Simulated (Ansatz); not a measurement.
# BH6N: the cost of one run

Computed with Ansatz 0.2.0. Level: RKS PBE0-D4/def2-TZVP.

### 1 Reference run: BNH6, relaxed

Contents of input.yaml:

```yaml
crystal:
  periodic: [false, false, false]
  atoms:
    - { symbol: B, position_ang: [-0.116356, -0.775011, -0.193149] }
    - { symbol: "N", position_ang: [0.041302, 0.869742, 0.528625] }
    - { symbol: H, position_ang: [0.757595, -1.532733, 0.168519] }
    - { symbol: H, position_ang: [-1.26822, -1.08378, -0.408969] }
    - { symbol: H, position_ang: [0.327172, 0.529215, -0.742273] }
    - { symbol: H, position_ang: [0.388243, -0.134264, -1.46736] }
    - { symbol: H, position_ang: [-0.863298, 1.238875, 0.832468] }
    - { symbol: H, position_ang: [0.733362, 0.887956, 1.282039] }
basis:
  gaussian: { orbitals: def2-TZVP }
hamiltonian:
  xc: pbe0
  dispersion: d4
output:
  forces: true
relax:
  f_tol: 0.02
  max_steps: 120
  constraints:
    - { distance: [0, 5] }
    - { distance: [1, 4] }
    - { distance: [0, 1] }
    - { distance: [4, 5] }
  escape_saddle: false
```

Run with:

```bash
$ ansatz run input.yaml --threads 1 --pin off --max-ram 2560MiB --backend cpu --events-out ev --progress --plain --runs-dir out
```

Q: Estimate wall time and peak memory on 1 thread of Intel Xeon Platinum 8488C (Sapphire Rapids), shared host.

About 9.1 s, with a peak of 0.15 GiB.
